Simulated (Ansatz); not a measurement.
Two shapes of triplet C₄H₄S.

Shape 1:

```xyz
9

S     0.0395    1.0475   -0.5708
C     0.9048    0.3549    0.7469
C    -0.9028   -0.3820   -0.7601
C     0.4871   -0.9009    1.0182
C    -0.5639   -1.3311    0.1399
H     1.6767    0.9147    1.2518
H    -1.6571   -0.4444   -1.5293
H     0.8963   -1.5104    1.8113
H    -1.0314   -2.3045    0.1901
```

Shape 2:

```xyz
9

S     0.3032   -1.1493    0.0390
C     0.5194    0.1023   -1.1159
C    -0.5209   -0.0964    1.1157
C    -0.0238    1.2842   -0.6849
C    -0.6235    1.1696    0.6016
H     1.0364   -0.0996   -2.0532
H    -0.8869   -0.4669    2.0724
H     0.0047    2.2054   -1.2688
H    -1.1119    1.9922    1.1263
```

Basis set: def2-SVP (spherical functions). Correlated methods keep 9 orbitals frozen. Charge 0, multiplicity 3.

Computed with Ansatz (development build ahead of 0.2.0); each method stands on the lowest determinant of its kind that the runs found.

(1) Which shape is lower in energy, and by how much in each method?

## Answers

(1)

```tsv
method	E(2) − E(1) (eV)
UHF	-0.185
UHF-MP2	-0.202
```

Shape 2 is lower. Caution: another spin multiplicity may lie lower; the unrestricted determinant is spin contaminated; the determinant breaks the point group.
